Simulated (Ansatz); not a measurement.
Two shapes of triplet C₄H₆.

Shape 1:

```xyz
10

C     0.0099    0.0436   -0.0224
C     1.3973   -0.0464    0.0074
C    -0.7281    1.2056   -0.0411
C    -0.6992   -1.2062    0.0457
H     1.9576   -0.8907   -0.0080
H     1.9867    0.9069   -0.0392
H    -1.7582    1.2712    0.0080
H    -0.1776    2.1782    0.0500
H    -1.8456   -1.2567   -0.0129
H    -0.1911   -2.1629   -0.0450
```

Shape 2:

```xyz
10

C     0.0384    0.0303   -0.0250
C     1.4018   -0.0457    0.0387
C    -0.7525    1.2246   -0.0476
C    -0.6753   -1.1992    0.0652
H     1.9887   -0.8852   -0.0054
H     2.0141    0.8914   -0.0359
H    -1.7288    1.2829    0.0098
H    -0.1768    2.1891    0.0796
H    -1.8535   -1.2413    0.0136
H    -0.1914   -2.1933   -0.0364
```

Basis set: 6-31G (spherical functions). Correlated methods keep 4 orbitals frozen. Charge 0, multiplicity 3.

Computed with Ansatz (development build ahead of 0.2.0); each method stands on the lowest determinant of its kind that the runs found.

(1) Which shape is lower in energy, and by how much in each method?

Results:

(1)

```
 method  E(2) − E(1) (eV)
    UHF             0.332
UHF-MP2             0.310
```

Shape 1 is lower. Caution: the unrestricted determinant is spin contaminated.
